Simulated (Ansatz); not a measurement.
**CH₂+ (doublet): from Hartree-Fock to the top rungs at angle H2–C1–H3 = 67.1°, aug-cc-pVDZ**

How much of the correlation energy of CH₂+ (doublet) does each wave-function method recover here?

The runs use Ansatz 0.2.0, Gaussian basis; aug-cc-pVDZ, core rule «outside noble gas», up to 1 orbitals frozen.

Plan: UHF; CCSD(T) on ROHF; CCSD(T) on UHF; BCCD(T) on ROHF; CISD; CCSDT(Q) on ROHF; CCSDT(Q) on UHF; CASSCF and MRCISD+Q, 3 electrons in 3 orbitals; CASSCF and NEVPT2, 3 electrons in 3 orbitals; CASSCF and MRCISD+Q, 5 electrons in 6 orbitals; CASSCF and NEVPT2, 5 electrons in 6 orbitals; Full CI.

8 further runs of the same task are left out: 5 that didn't finish, 3 set aside as unsound or not needed.

### 1 The geometry

The geometry derives from a PBE0/def2-TZVP stationary point (not a proven minimum). One angle is set to the value named; bond lengths are kept.

3 atoms, charge 1, spin multiplicity 2.

Atoms are counted from 1 here; the program's logs count them from 0.

Bond lengths: C1–H2 1.094 Å, C1–H3 1.094 Å. Angles: H2–C1–H3 67.1°.

### 2 UHF

Contents of in.yaml:

```yaml
crystal:
  periodic: [false, false, false]
  atoms:
    - {symbol: C, position_ang: [-0.130979, 0.000000, 0.000000]}
    - {symbol: H, position_ang: [0.780379, 0.000000, -0.604359]}
    - {symbol: H, position_ang: [0.780379, 0.000000, 0.604359]}
basis:
  gaussian: {orbitals: aug-cc-pVDZ}
total_charge: 1
magnetization: {spin_polarized: true, initial_magnetization: 1}
hamiltonian: {xc: hf}
output: {orbitals: {seedname: orbitals}}
```

Started as:

```bash
ansatz run in.yaml --threads 1 --pin off --events-out ev --progress --plain --max-ram 2393MiB
```

Further steps of the session: CCSD(T) on ROHF; CCSD(T) on UHF; BCCD(T) on ROHF; CISD; CCSDT(Q) on ROHF; CCSDT(Q) on UHF; CASSCF and MRCISD+Q, 3 electrons in 3 orbitals; CASSCF and NEVPT2, 3 electrons in 3 orbitals; CASSCF and MRCISD+Q, 5 electrons in 6 orbitals; CASSCF and NEVPT2, 5 electrons in 6 orbitals; Full CI.

Q: Predict the results of all the runs planned. Wanted: FCI below the RHF energy; RMP2 from FCI; UMP2 from FCI; RCCSD from FCI; RCCSD(T) from FCI; UCCSD(T) from FCI; RCCSDT(Q) from FCI; UCCSDT(Q) from FCI; NEVPT2 pair from FCI.

**Answer**, as computed:

```
                         quantity                                                                                                               value
         FCI below the RHF energy                                                                                                          -2.9417 eV
                    RMP2 from FCI                                                                                                        +64.2 kJ/mol
                    UMP2 from FCI                                                                                                        +64.0 kJ/mol
                   RCCSD from FCI                                                                                                         +6.4 kJ/mol
                RCCSD(T) from FCI                                                                                                         +1.5 kJ/mol
                UCCSD(T) from FCI                                                                                                         +1.5 kJ/mol
               RCCSDT(Q) from FCI                                                                                                          0.0 kJ/mol
               UCCSDT(Q) from FCI                                                                                                          0.0 kJ/mol
             NEVPT2 pair from FCI                                                                                                        +61.4 kJ/mol
           MRCISD+Q pair from FCI                                                                                                         -0.1 kJ/mol
          NEVPT2 valence from FCI                                                                                                        +34.4 kJ/mol
levels within 1 kcal/mol (43 meV)  RCCSD(T), UCCSD(T), BCCD(T), RCCSDT, UCCSDT, RCCSDT(Q), UCCSDT(Q), MRCISD+Q pair, MRCISD valence, MRCISD+Q valence
                    T1 diagnostic                                                                                                               0.016
   effectively unpaired electrons                                                                                                                1.03
```

RCCSD(T) misses by +1.5 kJ/mol, 0.5 % of the correlation energy. One determinant dominates. Of the multireference levels listed MRCISD+Q pair comes nearest in total energy (-0.1 kJ/mol), which doesn't show that its space is the better one. These misses are within one basis, not against nature; the frozen cores of restricted and unrestricted runs differ, which can shift their rows.
